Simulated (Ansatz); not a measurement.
# I3Si ([SiI3]-): the cost of one run

The runs use Ansatz 0.2.0, Gaussian basis; the settings change from run to run.

3 further runs of the same task are left out: 3 set aside as unsound or not needed.

### 1 The relaxed structure

The structure was relaxed beforehand with r2SCAN-D4/def2-SVPD. I takes a core potential in def2 sets; no spin-orbit term is included.

4 atoms, charge -1, spin multiplicity 1.

Atoms are counted from 1 here; the program's logs count them from 0.

Bond lengths: Si1–I2 2.649 Å, Si1–I3 2.648 Å, Si1–I4 2.648 Å. Angles: I2–Si1–I3 99.8°, I2–Si1–I4 99.8°, I3–Si1–I4 99.8°.

Coordinates:

```tsv
atom	x (Å)	y (Å)	z (Å)
Si1	-0.0047	0.0047	0.9312
I2	2.3421	-0.0329	-0.2977
I3	-1.1416	2.0388	-0.3269
I4	-1.1959	-2.0105	-0.3066
```

### 2 RPA/def2-TZVPP

Options: atoms shaken by 0.08 Å, correlated electrons set to outside_noble_gas.

Contents of in.yaml:

```yaml
crystal:
  periodic: [false, false, false]
  atoms:
    - {symbol: Si, position_ang: [-0.100784, -0.000863, 0.825264]}
    - {symbol: I, position_ang: [2.274223, -0.086999, -0.353537]}
    - {symbol: I, position_ang: [-1.178995, 2.045124, -0.296039]}
    - {symbol: I, position_ang: [-1.150228, -1.980668, -0.236284]}
basis:
  gaussian: {orbitals: def2-TZVPP}
total_charge: -1
hamiltonian: {xc: {name: HF}}
correlation: {method: rpa, electrons: outside_noble_gas}
```

Launch:

```sh
> ansatz run in.yaml --threads 2 --pin off --events-out ev --progress --plain --max-ram 4352MiB
```

What time and memory should one allow on 2 threads of Arm Neoverse V1, shared host?

About 9 s, with a peak of 0.57 GiB.
